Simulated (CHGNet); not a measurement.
## Trigonal Se

Method: the machine-learned potential CHGNet 0.3.0 (trained on PBE and PBE+U data).

Cell: relaxed at this level.

| Property | Value |
|---|---|
| lattice parameter a | 5.448 Å |
| lattice parameter c | 5.233 Å |

Measured, for comparison: lattice constant a 4.365 Å, lattice parameter c 4.958 Å (293 K, not corrected to a static lattice; as tabulated in Wikipedia's data pages). Computed (rounded) less measured: lattice constant a +24.8 %, lattice parameter c +5.5 %.

A machine-learned potential is trained on density-functional data: it inherits that level's misses and adds fitting errors of its own.

Note: elastic tensor is asymmetric by over 3 %: noisy; the model gives imaginary modes for this phase (in the spectrum interpolated from a supercell); the model's c/a of 0.96 is far from the 1.13 of the starting cell; this model's volume lies 64 % above that of the starting cell (a measured, published or database cell); the cell moved over 20 % in volume from its start.
